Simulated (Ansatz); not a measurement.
```yaml
crystal:
  periodic: [false, false, false]
  atoms:
    - {symbol: Pd, position_ang: [0.013528, 0.000333, -0.515882]}
    - {symbol: Cl, position_ang: [-0.030336, 1.687730, 0.775092]}
    - {symbol: Cl, position_ang: [-0.010272, -1.688728, 0.773442]}
basis:
  gaussian: {orbitals: def2-TZVP}
hamiltonian: {xc: pbe0}
relax: {f_tol: 0.004, max_steps: 80}
```

```sh
$ ansatz run in.yaml --threads 1 --pin off --events-out ev --progress --plain --max-ram 2176MiB
```

Steps of the relaxation (energy above the last step; positions in Å, forces in eV/Å):

```
3
step 1, 43.6 meV
Pd    0.014    0.000   -0.516    0.027    0.001   -1.047
Cl   -0.030    1.688    0.775   -0.017    0.486    0.524
Cl   -0.010   -1.689    0.773   -0.011   -0.487    0.523
```

```
3
step 2, 3.1 meV
Pd    0.015    0.000   -0.570    0.004    0.000   -0.144
Cl   -0.031    1.670    0.802   -0.002   -0.001    0.072
Cl   -0.011   -1.671    0.801   -0.002    0.001    0.072
```

```
3
step 3, 0.5 meV
Pd    0.016    0.000   -0.609   -0.001    0.000    0.037
Cl   -0.031    1.628    0.821    0.000    0.016   -0.019
Cl   -0.012   -1.629    0.820    0.001   -0.016   -0.019
```

```
3
step 4, 0.0 meV
Pd    0.016    0.000   -0.599    0.000    0.000    0.002
Cl   -0.031    1.639    0.817    0.000    0.003   -0.001
Cl   -0.012   -1.640    0.815    0.000   -0.003   -0.001
```

Close pairs at the end: Pd1–Cl2 2.166 Å, Pd1–Cl3 2.166 Å.

A stationary point of restricted PBE0 after 4 steps (its stability towards spin polarisation wasn't tested); no frequencies were run, so it isn't proven a minimum. 22 s on 1 thread of Arm Neoverse V2, shared host.
